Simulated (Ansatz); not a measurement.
in.yaml

```yaml
crystal:
  periodic: [false, false, false]
  atoms:
    - {symbol: B, position_ang: [0.000000, -0.015192, 1.474708]}
    - {symbol: Al, position_ang: [0.000000, -0.015192, -0.765743]}
    - {symbol: H, position_ang: [0.000000, 1.589802, 2.539353]}
    - {symbol: H, position_ang: [0.000000, -1.020172, 2.141344]}
basis:
  gaussian: {orbitals: 6-31G, point_charges: [{charge: 1.00, position_ang: [3.423, -0.854, -0.416]}]}
magnetization: {spin_polarized: true, initial_magnetization: 0}
correlation: {method: bccd, electrons: all}
scf: {lower_state_search: off}
output: {forces: true}
```

```sh
$ ansatz run in.yaml --threads 1 --pin off --events-out ev --progress --plain --max-ram 1536MiB
```

The program prints:

```
these checks for a lower state are left out or cut short: starts, cluster_reference, orbital_swaps, neighbouring_geometries, increment
328 factors; integrals over basis functions are off by at most 2.6e-4 eV
mean field evaluation 1: about -7279.8422 eV, gradient 6.6e0 eV
mean field evaluation 2: about -7279.8410 eV, gradient 6.6e0 eV
mean field evaluation 4: about -7280.6373 eV, gradient 5.7e-1 eV
mean field evaluation 8: about -7280.6478 eV, gradient 7.1e-3 eV
mean field evaluation 16: about -7280.6915 eV, gradient 5.4e-1 eV
mean field evaluation 32: about -7280.8882 eV, gradient 2.1e-2 eV
mean field -7280.91403671 eV, -267.5686556684 hartree, gradient 2.5e-6 eV, S^2 0.911860; 2 other end points of the search recorded, 0 dependent functions left out
reference -7280.91403671 eV, -267.5686556684 hartree; 10, 10 occupied and 16, 16 virtual orbitals, 328 factors
second order -1.98573264 eV of doubles, -0.00000000 eV of singles
cycle   1  -2.50443734 eV  change   -5.2e-1 eV  update   8.7e-2
cycle   2  -2.88840739 eV  change   -3.8e-1 eV  update   5.9e-2
cycle   3  -3.04528523 eV  change   -1.6e-1 eV  update   4.2e-2
cycle   4  -3.11542654 eV  change   -7.0e-2 eV  update   2.9e-2
...
cycle  34  -3.15111732 eV  change   -8.5e-5 eV  update   3.4e-5
cycle  35  -3.15104778 eV  change    7.0e-5 eV  update   2.3e-5
cycle  36  -3.15106010 eV  change   -1.2e-5 eV  update   1.4e-5
cycle  37  -3.15106222 eV  change   -2.1e-6 eV  update   7.6e-6
cycle  38  -3.15106716 eV  change   -4.9e-6 eV  update   3.5e-6
cycle  39  -3.15106778 eV  change   -6.2e-7 eV  update   2.5e-6
cycle  40  -3.15106643 eV  change    1.4e-6 eV  update   1.6e-6
cycle  41  -3.15106812 eV  change   -1.7e-6 eV  update   9.0e-7
cycle  42  -3.15106841 eV  change   -3.0e-7 eV  update   5.9e-7
cycle  43  -3.15106852 eV  change   -1.1e-7 eV  update   3.6e-7
the calculation of the forces begins
Total energy: -7284.06510523 eV, -267.6844553007 hartree
Atom 0 at     0.000000    -0.015192     1.474708 Å, force    -0.786316     2.412408     1.402230 eV/Å
Atom 1 at     0.000000    -0.015192    -0.765743 Å, force     0.544669     0.067015     0.173344 eV/Å
Atom 2 at     0.000000     1.589802     2.539353 Å, force     0.152512    -2.541780    -1.710962 eV/Å
Atom 3 at     0.000000    -1.020172     2.141344 Å, force     0.219422     0.023341     0.329757 eV/Å
Dipole moment:    -0.601371     0.000474    -0.058610 e Å
Checks for a lower state left out: starts, cluster_reference, orbital_swaps, neighbouring_geometries, increment
```

Forces (eV/Å):
```
B   -0.786  2.412  1.402
Al   0.545  0.067  0.173
H    0.153 -2.542 -1.711
H    0.219  0.023  0.330
```

Ran on 1 thread of Intel Xeon, shared host: 3.7 s wall, 0.14 GiB peak host memory.
